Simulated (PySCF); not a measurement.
# CH2F (SMILES [CH2]F) at FCI/STO-3G

Aim: the energy change on altering one bond length of CH2F at FCI/STO-3G, from 2 runs. 

Program for the calculation: PySCF 2.14.0.

11 further runs of the same task are left out: 3 that didn't finish, 8 set aside as unsound or not needed.

## (1) Starting point

CH2F has 4 atoms, charge 0, and is taken as a doublet. SMILES: `[CH2]F`. Geometry: relaxed at PBE0-D4/def2-TZVP.

Bond lengths: C1–F2 1.331 Å, C1–H3 1.082 Å, C1–H4 1.082 Å. Angles: F2–C1–H3 115.1°, F2–C1–H4 115.1°, H3–C1–H4 124.6°.

## (2) The energy at FCI/STO-3G

File job.py:

```python
from pyscf import gto, scf, mcscf

mol = gto.M(
    atom='''
C       -0.030100      -0.057600      -0.131100
F        0.950000       0.694000       0.364600
H       -0.946900       0.472300      -0.352500
H        0.027000      -1.108700       0.119000
''',
    verbose=3,
    basis='sto-3g',
    spin=1,
    charge=0,
    max_memory=1860,
)

mf = scf.ROHF(mol)
mf.conv_tol = 1e-10
mf.kernel()
if not mf.converged:
    mf = mf.newton().run(mf.mo_coeff, mf.mo_occ)

cas = mcscf.CASCI(mf, mf.mo_coeff.shape[-1] - 2, (mol.nelec[0] - 2, mol.nelec[1] - 2))  # full CI above the frozen core
cas.fix_spin_(ss=0.75)
cas.kernel()
e_final = cas.e_tot
print('Final energy', e_final)
```

Command:

```
$ OMP_NUM_THREADS=1 python job.py
```

Output:

```text
converged SCF energy = -136.530303272611
CASCI E = -136.612339327307  E(CI) = -48.9285344136729  S^2 = 0.7500000
Final energy -136.61233932730687
```

Wall time 1.1 s (1 thread of Arm Neoverse V1, shared host); peak memory 0.12 GiB.

## (3) The distorted shape at the same level

File input.xyz:

```xyz
4

C     -0.041518     0.152578    -0.181110
F      0.938582     0.904178     0.314590
H     -0.958318     0.682478    -0.402510
H      0.027000    -1.108700     0.119000
```

File job.py:

```python
from pyscf import gto, scf, mcscf

system = gto.Mole()
system.atom = 'input.xyz'
system.max_memory = 1860
system.charge = 0
system.spin = 1
system.verbose = 3
system.basis = 'sto-3g'
system.build()

myscf = scf.ROHF(system)
myscf.conv_tol = 1e-10
myscf.kernel()
if not myscf.converged:
    myscf = myscf.newton().run(myscf.mo_coeff, myscf.mo_occ)

cas = mcscf.CASCI(myscf, myscf.mo_coeff.shape[-1] - 2, (system.nelec[0] - 2, system.nelec[1] - 2))  # full CI above the frozen core
cas.fix_spin_(ss=0.75)
cas.kernel()
etot = cas.e_tot
print(f'total energy: {etot:.8f} hartree')
```

Command:

```
$ OMP_NUM_THREADS=1 python job.py
```

Output:

```text
converged SCF energy = -136.50277327221
CASCI E = -136.594953093467  E(CI) = -48.4137428532721  S^2 = 0.7500000
total energy: -136.59495309 hartree
```

It took 1.1 s on 1 thread of Arm Neoverse V1, shared host; peak memory 0.12 GiB.

## (4) Results

At FCI/STO-3G, 2 core orbitals frozen:

| quantity | value |
| --- | --- |
| first shape: total energy | -136.61234 Eh |
| first shape: dipole moment (Hartree–Fock density) | 0.91 D |
| first shape: correlation energy (2 core orbitals frozen) | -82.0 mEh |
| distorted shape: total energy | -136.59495 Eh |
| distorted shape: dipole moment (Hartree–Fock density) | 0.89 D |
| distorted shape: correlation energy (2 core orbitals frozen) | -92.2 mEh |
| energy change with the C1–H4 bond stretched from 1.082 to 1.298 Å | 0.473 eV |

**Reading.** With the C1–H4 bond stretched from 1.082 to 1.298 Å the energy rises by 0.47 eV (10.9 kcal/mol). The first shape isn't relaxed at this level, so the change isn't measured from a minimum. The minimal basis adds a large error of its own. Mulliken charges (first shape) of the mean-field density run from -0.13 on F2 to +0.06 on H3. Mulliken charges (distorted shape) of the mean-field density run from -0.14 on F2 to +0.06 on H3.
